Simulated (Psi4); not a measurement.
**SiPH4 (SMILES [SiH2]P) at UHF/STO-3G**

What is the vertical electron affinity of SiPH4 at UHF/STO-3G? 

Program for the calculation: Psi4 1.11.

**1. The structure to begin with**

The species is SiPH4 (6 atoms), meant as a doublet with charge 0. As SMILES, `[SiH2]P`. Geometry: relaxed at GFN2-xTB. This is one conformer, not always the lowest.

Bond lengths: Si1–P2 2.220 Å, Si1–H3 1.467 Å, Si1–H4 1.466 Å, P2–H5 1.384 Å, P2–H6 1.384 Å. Angles: Si1–P2–H5 96.4°, Si1–P2–H6 96.4°, P2–Si1–H3 109.7°, P2–Si1–H4 109.7°, H5–P2–H6 92.6°, H3–Si1–H4 109.1°.

**2. Energy and forces at UHF/STO-3G**

Input file h4psi.xyz:

```xyz
6
H4PSi
Si     0.127020    -0.986120    -0.104660
P     -0.338670     1.170000     0.142220
H     -0.300620    -1.724700     1.087920
H     -0.579260    -1.514310    -1.276300
H      0.434680     1.617150    -0.915300
H      0.656850     1.437980     1.066130
```

Input file job.py:

```python
import psi4

psi4.set_memory(1600000000)
psi4.set_num_threads(1)
psi4.set_output_file('h4psi.out', False)

with open('h4psi.xyz') as f:
    atoms = ''.join(f.readlines()[2:])
geom = psi4.geometry('0 2\n' + atoms + 'symmetry c1\nno_reorient\nno_com')

options = {'basis': 'STO-3G', 'reference': 'uhf', 'puream': True, 'e_convergence': 1e-09, 'd_convergence': 1e-08, 'scf_type': 'pk', 'maxiter': 200}
psi4.set_options(options)

energy_value, wavefunction = psi4.gradient("scf", return_wfn=True)
psi4.oeprop(wavefunction, "LOWDIN_CHARGES", "MULLIKEN_CHARGES", "QUADRUPOLE", title="SCF")
print('gradient / Eh bohr^-1')
print(energy_value.np.round(6))
print(f'energy = {wavefunction.energy():.10f} Eh')
for k, v in sorted(psi4.core.scalar_variables().items()):
    print(f'{k:45s} {v:18.10f}')
```

Run with:

```
$ python job.py
```

h4psi.out:

```text
[...]
  Running in c1 symmetry.
[...]
  Nuclear repulsion =   83.322954502856035
[...]
  Multiplicity = 2
[...]
  Nalpha       = 17
  Nbeta        = 16
[...]
    Number of basis functions: 22
[...]
   @UHF iter   1:  -624.77858864490906   -1.90308e+00   4.31813e-03 DIIS/ADIIS
[...]
   @UHF iter  13:  -624.79196877620768    2.27374e-13   1.83414e-09 DIIS
[...]
   @S^2 Observed:                7.523574650E-01
[...]
  @UHF Final Energy:  -624.79196877620768
   => Energetics <=
    Nuclear Repulsion Energy =             83.3229545028560352
    One-Electron Energy =               -1036.5457306777063877
    Two-Electron Energy =                 328.4308073986426280
    Total Energy =                       -624.7919687762076819
  UHF NO Occupations:
  HONO-2 :   15  A 1.9996708
  HONO-1 :   16  A 1.9995024
[...]
  -Total Gradient:
     Atom            X                  Y                   Z
    ------   -----------------  -----------------  -----------------
       1        0.008410647013     0.006170965703    -0.000458427345
       2       -0.005356074320     0.006133935933     0.001110637121
       3       -0.002190786527    -0.009752861954     0.017910938834
       4       -0.006471590349    -0.006521271404    -0.018325864889
       5        0.002733202296     0.002032287161    -0.000704258961
       6        0.002874601887     0.001936944557     0.000466975241
[...]
 Multipole Moments:
 ------------------------------------------------------------------------------------
     Multipole            Electronic (a.u.)      Nuclear  (a.u.)        Total (a.u.)
 ------------------------------------------------------------------------------------
 L = 1.  Multiply by 2.5417464519 to convert [e a0] to [Debye]
 Dipole X            :          6.2980765           -5.8394805            0.4585960
 Dipole Y            :         -6.8676912            6.7282565           -0.1394347
 Dipole Z            :         -1.2568882            1.1914912           -0.0653970
 Magnitude           :                                                    0.4837655
 L = 2.  Multiply by 1.3450342976 to convert [e a0^2] to [Debye ang]
 Quadrupole XX       :        -29.6495479           10.6869501          -18.9625978
 Quadrupole XY       :         16.7181099          -16.6201554            0.0979545
[...]
  Mulliken Charges: (a.u.)
   Center  Symbol    Alpha    Beta     Spin     Total
       1    SI     7.28960  6.33209  0.95751  0.37830
       2     P     7.42995  7.37404  0.05590  0.19601
       3     H     0.57789  0.58755 -0.00966 -0.16544
       4     H     0.57794  0.58750 -0.00955 -0.16544
       5     H     0.56236  0.55936  0.00300 -0.12173
       6     H     0.56226  0.55946  0.00280 -0.12172
   Total alpha = 17.00000, Total beta = 16.00000, Total charge =  0.00000
  Lowdin Charges: (a.u.)
   Center  Symbol    Alpha    Beta     Spin     Total
[...]
```

On the terminal:

```text
gradient / Eh bohr^-1
[[ 0.008411  0.006171 -0.000458]
 [-0.005356  0.006134  0.001111]
 [-0.002191 -0.009753  0.017911]
 [-0.006472 -0.006521 -0.018326]
 [ 0.002733  0.002032 -0.000704]
 [ 0.002875  0.001937  0.000467]]
energy = -624.7919687762 Eh
CURRENT ENERGY                                   -624.7919687762
CURRENT REFERENCE ENERGY                         -624.7919687762
DD SOLVATION ENERGY                                 0.0000000000
HF KINETIC ENERGY                                 616.8646407294
HF POTENTIAL ENERGY                             -1241.6566095056
HF TOTAL ENERGY                                  -624.7919687762
HF VIRIAL RATIO                                     2.0128510009
NUCLEAR REPULSION ENERGY                           83.3229545029
ONE-ELECTRON ENERGY                             -1036.5457306777
PCM POLARIZATION ENERGY                             0.0000000000
PE ENERGY                                           0.0000000000
SCF ITERATION ENERGY                             -624.7919687762
SCF ITERATIONS                                     13.0000000000
SCF TOTAL ENERGY                                 -624.7919687762
TWO-ELECTRON ENERGY                               328.4308073986
```

Run time: 1.6 s. Hardware: 1 thread of Intel Xeon 6975P-C (Granite Rapids), shared host; peak memory 0.18 GiB.

**3. The singlet anion: the energy at HF/STO-3G**

Input file job.inp:

```
memory 1600 mb

molecule system {
  -1 1
  Si     0.127020    -0.986120    -0.104660
  P     -0.338670     1.170000     0.142220
  H     -0.300620    -1.724700     1.087920
  H     -0.579260    -1.514310    -1.276300
  H      0.434680     1.617150    -0.915300
  H      0.656850     1.437980     1.066130
  units angstrom
  symmetry c1
  no_reorient
  no_com
}

set basis STO-3G
set puream true
set e_convergence 1e-09
set d_convergence 1e-08
set scf_type pk

result, w = energy('scf', return_wfn=True)
oeprop(w, 'MULLIKEN_CHARGES', 'QUADRUPOLE', 'LOWDIN_CHARGES')
```

Run with:

```
$ psi4 -i job.inp -o job.out -n 1
```

job.out:

```text
[...]
  Running in c1 symmetry.
[...]
  Nuclear repulsion =   83.322954502856035
[...]
  Multiplicity = 1
[...]
  Nalpha       = 17
  Nbeta        = 17
[...]
    Number of basis functions: 22
[...]
   @RHF iter   1:  -624.56772516016622   -1.69221e+00   6.90834e-03 ADIIS/DIIS
[...]
   @RHF iter   9:  -624.59417415634709   -1.25056e-12   4.69332e-09 DIIS
[...]
    Orbital Energies [Eh]
    ---------------------
    Doubly Occupied:
       1A    -78.603445     2A    -67.465751     3A     -6.935143
       4A     -5.490618     5A     -4.759162     6A     -4.758840
       7A     -4.756700     8A     -3.511904     9A     -3.510568
      10A     -3.509752    11A     -0.549441    12A     -0.330394
      13A     -0.227128    14A     -0.121519    15A     -0.110089
      16A     -0.032806    17A      0.171705
[...]
  @RHF Final Energy:  -624.59417415634709
   => Energetics <=
    Nuclear Repulsion Energy =             83.3229545028560352
    One-Electron Energy =               -1046.8311500566123868
    Two-Electron Energy =                 338.9140213974092148
    Total Energy =                       -624.5941741563470941
[...]
 Multipole Moments:
 ------------------------------------------------------------------------------------
     Multipole            Electronic (a.u.)      Nuclear  (a.u.)        Total (a.u.)
 ------------------------------------------------------------------------------------
 L = 1.  Multiply by 2.5417464519 to convert [e a0] to [Debye]
 Dipole X            :          5.5546051           -5.8394805           -0.2848754
 Dipole Y            :         -5.8262602            6.7282565            0.9019963
 Dipole Z            :         -1.0739341            1.1914912            0.1175571
 Magnitude           :                                                    0.9531899
 L = 2.  Multiply by 1.3450342976 to convert [e a0^2] to [Debye ang]
 Quadrupole XX       :        -32.6883489           10.6869501          -22.0013989
 Quadrupole XY       :         18.1222083          -16.6201554            1.5020529
[...]
  Mulliken Charges: (a.u.)
   Center  Symbol    Alpha    Beta     Spin     Total
       1    SI     7.02882  7.02882  0.00000 -0.05763
       2     P     7.48734  7.48734  0.00000  0.02533
       3     H     0.64960  0.64960  0.00000 -0.29921
       4     H     0.64963  0.64963  0.00000 -0.29926
       5     H     0.59231  0.59231  0.00000 -0.18462
       6     H     0.59230  0.59230  0.00000 -0.18461
   Total alpha = 17.00000, Total beta = 17.00000, Total charge = -1.00000
  Lowdin Charges: (a.u.)
   Center  Symbol    Alpha    Beta     Spin     Total
[...]
```

Wall time 1.4 s (1 thread of Intel Xeon 6975P-C (Granite Rapids), shared host); peak memory 0.18 GiB.

**4. Results**

Level: UHF/STO-3G.

| quantity | value |
| --- | --- |
| doublet SiPH4: total energy | -624.79197 Eh |
| doublet SiPH4: dipole moment | 1.23 D |
| doublet SiPH4: HOMO energy (highest over α and β) | -5.62 eV |
| doublet SiPH4: LUMO energy (lowest over α and β) | 6.11 eV |
| doublet SiPH4: ⟨S²⟩ | 0.752 |
| doublet SiPH4: largest force on an atom | 1.055 eV/Å |
| singlet anion: total energy | -624.59417 Eh |
| singlet anion: HOMO energy | 4.67 eV |
| singlet anion: LUMO energy | 19.54 eV |
| singlet anion: HOMO–LUMO gap (to an unbound level, set by the basis) | 14.87 eV |
| vertical electron affinity (to the singlet anion) | -5.382 eV |

What this shows: The anion lies 5.38 eV (519 kJ/mol) above the neutral: the electron isn't bound at this level, and such a value depends on the basis. Without diffuse functions anions come out too high. Hartree–Fock misses the correlation that binds many anions. The largest force (doublet SiPH4) is 1.05 eV/Å: the shape isn't a stationary point for this species at this level. In a minimal basis such a difference can be off by several eV, whatever the method. Mulliken charges (doublet SiPH4) run from -0.17 on H3 to +0.38 on Si1; they depend strongly on the basis. The HOMO (singlet anion) lies at positive energy, 4.67 eV: the electron is unbound at this level or held by a compact basis; values depend on the basis.
